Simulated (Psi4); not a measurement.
Reaction (SMILES): CO (CH3-OH) + [H][H] (H2) → C (CH4) + O (H2O)
B3LYP-D3(BJ)/def2-TZVP geometries, fixed; electronic energies without zero-point terms.
Largest species:
```
C
H 1 1.0891
H 1 1.0957 2 108.34
H 1 1.0957 2 108.34 3 -117.92
O 1 1.4207 2 106.80 3 121.04
H 5 0.9621 1 108.72 2 -180.00
```
Charge 0, spin multiplicity 1.

Effect of the grid (radial, spherical points) at B3LYP/aug-cc-pVTZ with Psi4, against the last row, where the energy of full hydrogenation is -30.03 kcal/mol. Cost is core time over that of grid: 35, 110, rough, on shared machines of one kind.

```
setting         grid points, largest species  largest shift of a total energy (mEh)  shift of the energy of full hydrogenation (kcal/mol)  cost
--------------  ----------------------------  -------------------------------------  ----------------------------------------------------  ----
grid: 35, 110                          22758                                 -0.069                                                -0.038    1×
grid: 50, 194                          57210                                 -0.012                                                 0.005    1×
grid: 75, 302                         131782                                  0.001                                                 0.001    1×
grid: 99, 590                         337969                                  0.000                                                 0.000    3×
grid: 150, 974                        842143                                  0.000                                                 0.000    6×
```

Within 0.02 kcal/mol in the energy of full hydrogenation: grid: 50, 194; grid: 75, 302; grid: 99, 590. The largest shift is 0.069 mEh in a total energy and 0.038 kcal/mol in the difference.
